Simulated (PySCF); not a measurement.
Input for PySCF: D3(BJ) and D4 dispersion corrections on CH3F (SMILES CF).

```python
from pyscf import gto
from pyscf.dispersion import dftd3, dftd4

mol = gto.M(
    atom='''
    C    -0.63207400    0.00000100   -0.00000000
    F     0.74911700    0.00000200   -0.00000200
    H    -0.98318200   -0.33848900    0.97262500
    H    -0.98322200    1.01155300   -0.19317200
    H    -0.98320300   -0.67308400   -0.77943700
    ''',
    basis='def2-svp',
    charge=0, spin=0, verbose=0, max_memory=1800)
d3, d4 = {}, {}
for xc in ['hf', 'pbe', 'blyp', 'revpbe', 'tpss', 'r2scan', 'b3lyp', 'pbe0', 'bhlyp', 'camb3lyp', 'b2plyp']:
    d3[xc] = float(dftd3.DFTD3Dispersion(mol, xc=xc, version='d3bj', atm=False).get_dispersion()['energy'])
    print(f'D3(BJ) {xc:10s} {d3[xc]:14.8f} Eh')
for xc in ['hf', 'pbe', 'blyp', 'revpbe', 'tpss', 'r2scan', 'b3lyp', 'pbe0', 'bhlyp', 'camb3lyp', 'b2plyp']:
    d4[xc] = float(dftd4.DFTD4Dispersion(mol, xc={'camb3lyp': 'cam-b3lyp'}.get(xc, xc), atm=True).get_dispersion()['energy'])
    print(f'D4     {xc:10s} {d4[xc]:14.8f} Eh')
```

The log:

```
D3(BJ) hf            -0.01450324 Eh
D3(BJ) pbe           -0.00129316 Eh
D3(BJ) blyp          -0.00264459 Eh
D3(BJ) revpbe        -0.00372865 Eh
D3(BJ) tpss          -0.00153729 Eh
D3(BJ) r2scan        -0.00030952 Eh
D3(BJ) b3lyp         -0.00211800 Eh
D3(BJ) pbe0          -0.00101721 Eh
D3(BJ) bhlyp         -0.00154219 Eh
D3(BJ) camb3lyp      -0.00080459 Eh
D3(BJ) b2plyp        -0.00088625 Eh
D4     hf            -0.00497809 Eh
D4     pbe           -0.00105130 Eh
D4     blyp          -0.00251469 Eh
D4     revpbe        -0.00467968 Eh
D4     tpss          -0.00143428 Eh
D4     r2scan        -0.00024778 Eh
D4     b3lyp         -0.00167972 Eh
D4     pbe0          -0.00084725 Eh
D4     bhlyp         -0.00103497 Eh
D4     camb3lyp      -0.00081807 Eh
D4     b2plyp        -0.00072038 Eh
```

The run finished.

Cost: about 0.020 core-seconds (a rough figure).
